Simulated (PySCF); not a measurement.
Method: PBE-D3(BJ)/def2-TZVP // B3LYP-D3(BJ)/def2-TZVP run with PySCF. Isolated molecules, 0 K electronic values unless said otherwise. One relaxed conformer stands for a flexible species; it need not be the lowest. Delta-SCF ions had no search for a lower state. Excitations are Tamm–Dancoff values on a coarser integration grid. The basis has no diffuse functions, so Rydberg states are missing or too high.

Reference species (SMILES): `C#C` (neutral, multiplicity 1).

- S1 oscillator strength = 0.000
- S1 excitation (TDA) = 6.99 eV
- vertical ionisation energy (Delta-SCF) = 11.42 eV

Changed species: `C#CCO` (X = hydroxymethyl; the reference has X = H).

Problem. Predict the effect on the S1 oscillator strength, S1 excitation (TDA) and vertical ionisation energy (Delta-SCF).

Solution. the S1 oscillator strength hardly moves; the S1 excitation (TDA) falls by 1.05 eV, to 5.94 eV; the vertical ionisation energy (Delta-SCF) decreases by 1.56 eV, to 9.86 eV.
